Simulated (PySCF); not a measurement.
# ClH3Si: the cost of one run

Computed with PySCF 2.14.0, with density-fitted response routines of our own, on a single molecule in the gas phase. Atoms count from 0, in the outputs and in this text.

## Step 1: Starting geometry

5 atoms, charge 0, multiplicity 1; geometry from: GFN2-xTB. The atoms were then displaced at random by about 0.03 Å, so the start is not that level's minimum.

Bonds of the start (Å): Si0–Cl1 1.94, Si0–H2 1.47, Si0–H3 1.53, Si0–H4 1.43.

## Step 2: Geometry optimisation at PBE0-D3(BJ)/def2-SVP

Job settings and geometry (Å):

```
{"job": {"xc": "PBE0", "basis": "def2-SVP", "d3": "d3bj", "grid": 1, "shake": 0.03, "kind": "geom"}, "charge": 0, "multiplicity": 1}
Si    -0.064180    -0.082220     0.000700
Cl     1.864110     0.084400     0.052320
H     -0.556030    -1.014210    -1.031070
H     -0.536240     1.314750    -0.397200
H     -0.615570    -0.407500     1.278760
```

Command:

```bash
$ OMP_NUM_THREADS=1 python probes_run.py task.json out
```

The driver reads the jobs from task.json and runs them one after another.

**Question.** How long does this first job take on 1 thread of Arm Neoverse V1, shared host, and how much memory does it need?

About 3.3 s, with a peak of 0.25 GiB.
